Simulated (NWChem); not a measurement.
# HBe (+1) in NWChem

```xyz
2

Be     0.0000     0.0000     0.2663
H      0.0000     0.0000    -1.0654
```
Charge +1, spin multiplicity 1.

All runs are NWChem calculations. The geometry was optimised at PBE0/def2-SVP, a minimum by its harmonic frequencies.

Symmetry labels belong to the abelian group C2v used in the runs, with the axes of the coordinates shown; states degenerate in a higher group split over its labels.

The spin multiplicity of the parent species was assumed, not shown to be that of its ground state. The structure started from a generated list of species.

Task: List the lowest 3 singlet excitations that CIS/def2-SVPD gives, with oscillator strengths.

Result: 
```tsv
state	symmetry	energy (eV)	wavelength (nm)	f
1	a1	5.84	212	0.139
2	b1	8.01	155	0.305
3	b2	8.01	155	0.305
```
